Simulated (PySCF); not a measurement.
NO, SMILES [N]=O (connectivity only; charge and spin as stated), charge +1, multiplicity 1.

Geometry optimised at PBE-D3(BJ)/def2-TZVPD.

Two levels are set side by side: TDA-PBE/def2-TZVPD (PySCF) and ADC(3)/aug-cc-pVDZ (PySCF). Vertical, same geometry; the bases differ. Differences are taken from unrounded values.

| quantity | ADC(3) | TDA-PBE | TDA-PBE minus ADC(3) |
|---|---|---|---|
| lowest singlet excitation (eV) | 9.72 | 9.89 | 0.18 |

Here PBE gives about what the other level gives.

Rough cost on one machine, each run with all the roots and properties that it gave: ADC(3) against TDA-PBE about 7 times.
